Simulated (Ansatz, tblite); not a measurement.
# ZnBr2: a ladder of methods and basis sets

The task here is to estimate one member of a computed series from the others.

Computed with Ansatz 0.2.0, Gaussian basis. Level: as each input shows.

Plan: GFN1-xTB, GFN2-xTB, PBE-D4/def2-TZVP, r2SCAN-D4/def2-TZVP, ωB97X-V/def2-TZVP, LC-ωPBE/def2-TZVP, CAM-B3LYP-D4/def2-TZVP, PBE-QIDH/def2-TZVP, revPBE-D4/def2-TZVP, LDA/def2-TZVP, BHLYP-D4/def2-TZVP, PBE-D4/def2-SVP, PBE0-D4/def2-SVP, HF/6-31G, B3LYP-D4/6-31G, PBE0-D4/def2-TZVPD, PBE-D4/def2-TZVPD, r2SCAN-D4/def2-TZVPD, CCSD(T)/def2-TZVPP, MP2/def2-TZVP, RPA/def2-TZVP.

**The geometry**

The singlet was relaxed beforehand with PBE0-D4/def2-TZVP.

3 atoms, charge 0, spin multiplicity 1.

Bond lengths: Zn1–Br2 2.224 Å, Zn1–Br3 2.224 Å. Angles: Br2–Zn1–Br3 179.8°.

PBE0-D4/def2-TZVP was run before; its log isn't repeated, and its numbers join the tables.

The first run:

Tight binding, by tblite at 300 K electronic temperature and without a spin-polarisation term:

```python
tblite.interface.Calculator('GFN1-xTB', numbers, positions, charge=0, uhf=0).singlepoint()
```

Tight binding, by tblite at 300 K electronic temperature and without a spin-polarisation term:

```python
tblite.interface.Calculator('GFN2-xTB', numbers, positions, charge=0, uhf=0).singlepoint()
```

start.molden holds the orbitals of an earlier run on this state, given as this run's starting guess.

File in.yaml:

```yaml
crystal:
  periodic: [false, false, false]
  atoms:
    - {symbol: Zn, position_ang: [-0.002610, -0.001506, -0.000031]}
    - {symbol: Br, position_ang: [-0.015298, -0.019889, 2.224293]}
    - {symbol: Br, position_ang: [0.017908, 0.021395, -2.224251]}
basis:
  gaussian: {orbitals: def2-TZVP, initial_orbitals: start.molden}
hamiltonian: {xc: pbe, dispersion: d4}
scf: {omitted_lower_state_checks: [starts]}
output: {forces: true, orbitals: {seedname: orbitals}}
```

On the command line:

```
$ ansatz run in.yaml --threads 4 --pin off --events-out ev --progress --plain --max-ram 3916MiB
```

Steps of the session up to this table: PBE-D4/def2-TZVP; r2SCAN-D4/def2-TZVP; ωB97X-V/def2-TZVP; LC-ωPBE/def2-TZVP; CAM-B3LYP-D4/def2-TZVP; PBE-QIDH/def2-TZVP; revPBE-D4/def2-TZVP; LDA/def2-TZVP; BHLYP-D4/def2-TZVP; PBE-D4/def2-SVP; PBE0-D4/def2-SVP; HF/6-31G; B3LYP-D4/6-31G; PBE0-D4/def2-TZVPD; PBE-D4/def2-TZVPD; r2SCAN-D4/def2-TZVPD; CCSD(T)/def2-TZVPP; MP2/def2-TZVP; RPA/def2-TZVP.

One table of the session follows, with a row left open; its other results are not shown here.

It belongs to the step «Levels side by side». 

```
                 level  HOMO (eV)  LUMO (eV)  gap (eV)
              HF/6-31G     -11.48       0.84     12.31
         LDA/def2-TZVP      -7.50      -2.98      4.52
       PBE-D4/def2-SVP      -7.01      -2.40      4.60
      PBE-D4/def2-TZVP      -7.31      -2.67      4.65
     PBE-D4/def2-TZVPD      -7.35      -2.71      4.64
   revPBE-D4/def2-TZVP      -7.25      -2.55      4.71
   r2SCAN-D4/def2-TZVP      -7.64      -2.39      5.25
  r2SCAN-D4/def2-TZVPD      -7.66      -2.42      5.24
        B3LYP-D4/6-31G      -8.26      -2.13      6.12
      PBE0-D4/def2-SVP          ?          ?         ?
     PBE0-D4/def2-TZVP      -8.58      -1.78      6.80
    PBE0-D4/def2-TZVPD      -8.61      -1.82      6.79
    BHLYP-D4/def2-TZVP      -9.67      -0.97      8.70
CAM-B3LYP-D4/def2-TZVP      -9.89      -0.89      9.00
     LC-ωPBE/def2-TZVP     -11.29       0.39     11.67
     ωB97X-V/def2-TZVP     -10.92       0.21     11.13
```

Q: Estimate the row for PBE0-D4/def2-SVP from the others.

**Answer.** HOMO (eV): -8.35; LUMO (eV): -1.60; gap (eV): 6.75. In the column «HOMO (eV)» it lies between PBE0-D4/def2-TZVP (-8.58) and B3LYP-D4/6-31G (-8.26).
